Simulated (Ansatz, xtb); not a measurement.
# Ranking isomers of CH7Si2−

6 gas-phase structures of CH7Si2−, found in a search over its isomers (lower ones may exist). Each was relaxed with GFN2-xTB; where two conformers were screened, the lower at r2SCAN-D4/def2-SVPD is listed:

A. `[CH2-][SiH2][SiH3]`, a singlet
B. `[SiH2-]C[SiH3]`, a singlet
C. `[SiH3][CH-][SiH3]`, a singlet
D. `C[SiH-][SiH3]`, a singlet
E. a singlet given by its coordinates
F. `C[SiH2][SiH2-]`, a singlet

E (Å):

```xyz
10

C     0.8935   -0.4439    0.5354
Si   -0.8152   -0.1208    1.2114
Si    0.3129    0.6264   -0.9507
H    -1.9304   -0.7105    0.4562
H     0.4248   -0.3403   -2.0965
H    -1.0552    1.2552    1.6721
H     1.1199   -1.4963    0.3603
H    -1.0150   -0.8701    2.5516
H     1.5222    1.4646   -1.2631
H     1.6831   -0.0195    1.1565
```

Close contacts (Å): C1–Si2 1.87, C1–Si3 1.92, Si2–Si3 2.55, C1–H7 1.09, C1–H10 1.09, Si2–H4 1.47, Si2–H6 1.47, Si2–H8 1.55, Si3–H5 1.50, Si3–H9 1.50.

Question: Estimate their order in r2SCAN-D4/def2-SVPD energy at these geometries, lowest first.

Answer: Calculated order at r2SCAN-D4/def2-SVPD: F (0.0), D (4.7), C (7.9), B (8.7), E (19.1), A (22.3) kcal/mol. Less than 1 kcal/mol parts C and B, so the order within that pair means little.

Energies above the lowest of each column, in kcal/mol; the last columns are at PBE0-D3(BJ)/def2-SVPD geometries and were run for some of them only (a dash: not run or not comparable):

```tsv
structure	GFN2-xTB	HF/STO-3G	r2SCAN-D4/def2-SVPD	PBE0-D3(BJ)/def2-SVPD	CCSD(T)/def2-SVPD + ΔMP2/def2-TZVPPD
F	14.7	0.4	0.0	0.0	0.0
D	8.7	0.0	4.7	4.9	4.8
C	0.0	34.3	7.9	14.5	–
B	22.6	11.6	8.7	12.1	9.2
E	19.5	29.3	19.1	relaxes to B	–
A	18.6	40.2	22.3	–	–
```

CCSD(T)/def2-SVPD + ΔMP2/def2-TZVPPD puts F lowest of those it was run on; GFN2-xTB picks C, HF/STO-3G picks D. Flexible structures stand in one conformer each, not always the lowest. B keeps a small imaginary mode. Frequencies (PBE0-D3(BJ)/def2-SVPD) were run for B, D, F alone. ΔMP2 is the change of the MP2 energy from the smaller to the larger basis.

Over these structures GFN2-xTB departs from r2SCAN-D4/def2-SVPD by 7.3 kcal/mol on average once a common shift is removed. A GFN2-xTB relaxation took about 0.15 s and the r2SCAN-D4/def2-SVPD energy about 1.8 s on a shared host (Ansatz 0.2.0, xtb 6.7.1).
